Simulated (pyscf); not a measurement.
`[PH2][GeH3]` + `[H][H]` → `[PH3]` + `[GeH4]` (four-centre exchange; singlet surface; Ge–P, H–H broken, H–P, Ge–H formed). Structures and frequencies: ωB97X-D3(BJ)/def2-SVP in PySCF. Energies in eV from the separated reactants.

| level | barrier | reaction energy |
|---|---|---|
| ωB97X-D3(BJ)/def2-TZVP | 2.83 | +0.15 |
| PBE/def2-TZVP | 2.29 | +0.06 |
| r²SCAN/def2-TZVP | [?] | +0.06 |
| PBE0-D3(BJ)/def2-TZVP | 2.49 | +0.07 |
| ωB97M-D3(BJ)/def2-TZVP | [?] | [?] |
| HF/def2-TZVP | 3.53 | -0.23 |

Problem. Complete the blanks.

Solution. 
- r²SCAN/def2-TZVP, barrier: 2.48
- ωB97M-D3(BJ)/def2-TZVP, barrier: 2.74
- ωB97M-D3(BJ)/def2-TZVP, reaction energy: -0.03

The functionals in the table span 0.54 eV in this barrier, from PBE to ωB97X-D3(BJ)/def2-TZVP. This is the saddle that the search found; another between the same sides may lie lower. Elements up to Kr have no core potential and no relativistic terms here.
